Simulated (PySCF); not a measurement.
## Substituent chemical shifts

Parent skeleton `[F:1][CH2:2][F:3]`; one hydrogen on atom 2 is replaced by X. Hydrogens on one atom are averaged.

- PBE0/pcSseg-1 with gauge-including orbitals
- coordinates at the GFN2-xTB level
- code: PySCF 2.14
- one conformer, no solvent model, rapidly exchanging positions averaged, non-relativistic Hamiltonian

Referencing at the same level of theory: 19F against CFCl3; 13C, 1H vs TMS.

Parent (X = H): F1/F3 -157.4, C2 113.6, H(C2) 6.05 ppm. Effects are Δδ = δ(X) − δ(H), positive for deshielding.

Task: Order these by the shift of C2, most shielded first.
A. X = propynyl
B. X = C2F5
C. X = CH2NH2
D. X = CCl3

Result: A (-3.5 ppm), B (+3.5 ppm), D (+5.6 ppm), C (+11.8 ppm).

Task: Order these by the shift of F1/F3, most shielded first.
A. X = CCl3
B. X = CH2NH2
C. X = C2F5
D. X = propynyl

Result: C (+6.0 ppm), B (+14.7 ppm), A (+22.5 ppm), D (+33.6 ppm).

Task: Order these by the shift of H(C2), most shielded first.
A. X = C2F5
B. X = propynyl
C. X = CCl3

Result: C (+0.06 ppm), A (+0.25 ppm), B (+0.46 ppm).

Unscaled 19F shifts against computed CFCl3 carry errors that often reach 10 to 50 ppm.
